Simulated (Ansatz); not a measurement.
**SiH3O+ (SMILES [OH+]=[SiH2]): functionals against CCSD(T) at one geometry**

One table from this session's results is given with a row withheld; the runs are named, their logs left out.

Program: Ansatz 0.2.0, Gaussian basis. Level of theory: single points in def2-TZVPP. These are calculated values, not measurements.

Correlated methods freeze the cores.

## The system as given

5 atoms, charge 1, spin multiplicity 1.

Atoms are counted from 1 here; the program's logs count them from 0.

Bond lengths: O1–Si2 1.685 Å, O1–H3 0.772 Å, Si2–H4 1.605 Å, Si2–H5 1.179 Å. Angles: Si2–O1–H3 118.5°, O1–Si2–H4 94.1°, O1–Si2–H5 125.7°, H4–Si2–H5 138.6°.

Geometry (Å):

```xyz
5
charge 1, multiplicity 1
O     0.37400   -0.88220    0.57390
Si   -0.14700    0.55770   -0.12870
H     0.93700   -0.85170    1.10100
H    -1.49000   -0.08460   -0.72740
H     0.49980    1.53510   -0.25650
```

Set-up of the first run:

Input file run/in.yaml:

```yaml
crystal:
  periodic: [false, false, false]
  atoms:
    - {symbol: O, position_ang: [0.374000, -0.882200, 0.573900]}
    - {symbol: Si, position_ang: [-0.147000, 0.557700, -0.128700]}
    - {symbol: H, position_ang: [0.937000, -0.851700, 1.101000]}
    - {symbol: H, position_ang: [-1.490000, -0.084600, -0.727400]}
    - {symbol: H, position_ang: [0.499800, 1.535100, -0.256500]}
basis:
  gaussian: {orbitals: def2-TZVPP}
total_charge: 1
correlation: {method: ccsd_t}
output: {forces: true}
```

The command line of these runs was not kept.

Steps of the session up to this table: CCSD(T)/def2-TZVPP; PBE0-D4/def2-TZVPP; wB97M-V/def2-TZVPP; r2SCAN-D4/def2-TZVPP; PBE-D4/def2-TZVPP; B97M-V/def2-TZVPP; wB97X-V/def2-TZVPP.

One table of the session follows, with a row left open; its other results are not shown here.

| method | RMS force component (eV/Å) | angle to CCSD(T) forces (°) |
| --- | --- | --- |
| CCSD(T) | 9.108 | reference |
| PBE0-D4 | 9.128 | 0.4 |
| wB97M-V | 9.077 | 0.4 |
| r2SCAN-D4 | ? | ? |
| PBE-D4 | 9.156 | 1.5 |
| B97M-V | 8.948 | 0.7 |
| wB97X-V | 9.166 | 0.4 |

**Question.** Estimate the row for r2SCAN-D4.

**Answer.** RMS force component (eV/Å): 9.093; angle to CCSD(T) forces (°): 0.2. In the column «RMS force component (eV/Å)» it lies between wB97M-V (9.077) and CCSD(T) (9.108).
